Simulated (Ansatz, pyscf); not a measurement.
B–F [singlet] + methane (CH₄) → H₃C–BH–F, an insertion on the singlet surface: C–H broken, B–C, B–H formed. Single points on ωB97X-D3(BJ)/def2-SVP structures (PySCF, gas phase). Wave-function energies: Ansatz (a program for electronic structure), frozen core, RHF or UHF references. In kJ/mol, from the separated reactants.

```csv
level,barrier,reaction energy
ωB97M-D3(BJ)/def2-TZVP,225.30,-209.29
PBE0-D3(BJ)/def2-TZVP,192.72,-235.88
CCSD(T)/cc-pV(D+d)Z,242.39,-197.83
CCSDT(Q)/cc-pV(D+d)Z,___,___
CCSD(T)/cc-pV(T+d)Z,235.23,-200.26
CCSD(T)/cc-pV(Q+d)Z,___,-203.70
```

### Question
What belongs in the gaps?

### Answer

- CCSDT(Q)/cc-pV(D+d)Z, barrier: 240.52
- CCSDT(Q)/cc-pV(D+d)Z, reaction energy: -197.59
- CCSD(T)/cc-pV(Q+d)Z, barrier: 231.69

In cc-pV(D+d)Z, going from CCSD(T) to CCSDT(Q) shifts the barrier by -1.87 and the reaction energy by +0.24 kJ/mol. With HF in the quadruple-zeta basis and the correlation energy extrapolated as X⁻³ from X = 3, 4, CCSD(T) gives 228.98 and -207.15; adding the double-zeta shift gives ΔE‡ = 227.11 and ΔE = -206.91 kJ/mol, without core correlation, relativity or geometry relaxation at these levels. This is the saddle that the search found; another between the same sides may lie lower.
